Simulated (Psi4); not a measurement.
# AlH (SMILES [AlH]): TPSSh/def2-TZVPPD

What is the vertical ionisation energy of AlH at TPSSh/def2-TZVPPD? 

The results are computed with Psi4 1.11.

### 1 The system as given

The species is AlH (2 atoms), meant as a singlet with charge 0. As SMILES, `[AlH]`. The shape is that of a PBE0-D4/def2-TZVP optimisation.

Bond lengths: Al1–H2 1.665 Å.

### 2 Energy and forces at TPSSh/def2-TZVPPD

File alh.dat:

```
memory 2.2 GB

molecule {
  0 1
  Al     0.000000     0.000000    -0.025640
  H      0.000000     0.000000     1.639110
  symmetry c1
  no_reorient
  no_com
}

set {
  basis                def2-TZVPPD
  puream               true
  e_convergence        1e-09
  d_convergence        1e-08
  scf_type             pk
  dft_radial_points    99
  dft_spherical_points 590
}

e = gradient('tpssh')
```

Run with:

```
$ psi4 -n 1 alh.dat alh.out
```

alh.out:

```text
[...]
  Running in c1 symmetry.
[...]
  Nuclear repulsion =    4.132334427817991
[...]
  Multiplicity = 1
[...]
  Nalpha       = 7
  Nbeta        = 7
[...]
    Number of basis functions: 65
[...]
   @RKS iter   1:  -242.96838065276009   -3.32700e-01   3.67937e-03 ADIIS/DIIS
[...]
   @RKS iter   8:  -242.99183668799867   -2.03499e-11   5.36337e-09 DIIS
[...]
    Orbital Energies [Eh]
    ---------------------
    Doubly Occupied:
       1A    -55.918771     2A     -4.088344     3A     -2.633735
       4A     -2.633735     5A     -2.625076     6A     -0.351499
       7A     -0.198512
[...]
  @RKS Final Energy:  -242.99183668799867
   => Energetics <=
    Nuclear Repulsion Energy =              4.1323344278179910
    One-Electron Energy =                -345.6779139035645017
    Two-Electron Energy =                 115.6758294315091149
    DFT Exchange-Correlation Energy =     -17.1220866437612464
    Empirical Dispersion Energy =           0.0000000000000000
    VV10 Nonlocal Energy =                  0.0000000000000000
    Total Energy =                       -242.9918366879986706
[...]
 Multipole Moments:
 ------------------------------------------------------------------------------------
     Multipole            Electronic (a.u.)      Nuclear  (a.u.)        Total (a.u.)
 ------------------------------------------------------------------------------------
 L = 1.  Multiply by 2.5417464519 to convert [e a0] to [Debye]
 Dipole X            :         -0.0000000            0.0000000           -0.0000000
 Dipole Y            :         -0.0000000            0.0000000           -0.0000000
 Dipole Z            :         -2.4969229            2.4675855           -0.0293374
 Magnitude           :                                                    0.0293374
[...]
  -Total Gradient:
     Atom            X                  Y                   Z
    ------   -----------------  -----------------  -----------------
       1       -0.000000000064    -0.000000000014    -0.001602311583
       2        0.000000000065     0.000000000014     0.001602352937
[...]
```

It took 16 s on 1 thread of Intel Xeon Platinum 8259CL at 2.50GHz (Skylake/Cascade Lake), shared host; peak memory 0.74 GiB.

### 3 The doublet cation

File job.in:

```
memory 2200 MB

molecule mol {
  1 2
  Al     0.000000     0.000000    -0.025640
  H      0.000000     0.000000     1.639110
  symmetry c1
}

set {
  basis                def2-TZVPPD
  reference            uks
  puream               true
  e_convergence        1e-09
  d_convergence        1e-08
  scf_type             pk
  dft_radial_points    99
  dft_spherical_points 590
  maxiter              100
}

result, w = gradient('tpssh', return_wfn=True)
oeprop(w, 'MAYER_INDICES', 'WIBERG_LOWDIN_INDICES', 'DIPOLE')
```

Run with:

```
$ psi4 -i job.in -o job.out -n 1
```

job.out:

```text
[...]
  Running in c1 symmetry.
[...]
  Nuclear repulsion =    4.132334427817990
[...]
  Multiplicity = 2
[...]
  Nalpha       = 7
  Nbeta        = 6
[...]
    Number of basis functions: 65
[...]
   @UKS iter   1:  -242.66752452877370   -3.18435e-02   3.15623e-03 ADIIS/DIIS
[...]
   @UKS iter  11:  -242.69369442724459   -3.69482e-13   1.20883e-09 DIIS
[...]
   @S^2 Observed:                7.604447178E-01
[...]
    Orbital Energies [Eh]
    ---------------------
    Alpha Occupied:
       1A    -56.250546     2A     -4.415624     3A     -2.960218
       4A     -2.960218     5A     -2.954646     6A     -0.647574
       7A     -0.502521
    Alpha Virtual:
       8A     -0.329699     9A     -0.329699    10A     -0.202618
      11A     -0.138832    12A     -0.123342    13A     -0.123342
      14A     -0.106924    15A     -0.106924    16A     -0.074098
      17A     -0.027845    18A     -0.009870    19A     -0.009870
      20A      0.020315    21A      0.020315    22A      0.038658
      23A      0.038658    24A      0.051953    25A      0.085408
[...]
  @UKS Final Energy:  -242.69369442724459
   => Energetics <=
    Nuclear Repulsion Energy =              4.1323344278179901
    One-Electron Energy =                -341.3072672721157232
    Two-Electron Energy =                 111.3919501133835155
    DFT Exchange-Correlation Energy =     -16.9107116963303348
    Empirical Dispersion Energy =           0.0000000000000000
    VV10 Nonlocal Energy =                  0.0000000000000000
    Total Energy =                       -242.6936944272445658
[...]
  -Total Gradient:
     Atom            X                  Y                   Z
    ------   -----------------  -----------------  -----------------
       1       -0.000000000000     0.000000000000    -0.008994465194
       2        0.000000000000    -0.000000000000     0.008994472888
[...]
 Multipole Moments:
 ------------------------------------------------------------------------------------
     Multipole            Electronic (a.u.)      Nuclear  (a.u.)        Total (a.u.)
 ------------------------------------------------------------------------------------
 L = 1.  Multiply by 2.5417464519 to convert [e a0] to [Debye]
 Dipole X            :          0.0000000            0.0000000            0.0000000
 Dipole Y            :         -0.0000000            0.0000000           -0.0000000
 Dipole Z            :         -1.6920295            1.5600499           -0.1319796
 Magnitude           :                                                    0.1319796
[...]
```

Wall time 21 s (1 thread of Intel Xeon Platinum 8259CL at 2.50GHz (Skylake/Cascade Lake), shared host); peak memory 0.74 GiB.

### 4 Results

At TPSSh/def2-TZVPPD:

```
                                          quantity          value
                         singlet AlH: total energy  -242.99184 Eh
                        singlet AlH: dipole moment         0.07 D
                          singlet AlH: HOMO energy       -5.40 eV
                          singlet AlH: LUMO energy       -2.15 eV
                        singlet AlH: HOMO–LUMO gap        3.25 eV
             singlet AlH: largest force on an atom     0.082 eV/Å
                      doublet cation: total energy  -242.69369 Eh
doublet cation: HOMO energy (highest over α and β)      -13.67 eV
 doublet cation: LUMO energy (lowest over α and β)      -10.91 eV
                              doublet cation: ⟨S²⟩          0.760
          doublet cation: largest force on an atom     0.463 eV/Å
vertical ionisation energy (to the doublet cation)       8.113 eV
```

Removing an electron at fixed nuclei costs 8.11 eV (187 kcal/mol). The negative HOMO energy of the first species, 5.40 eV, lies 2.71 eV below that difference.
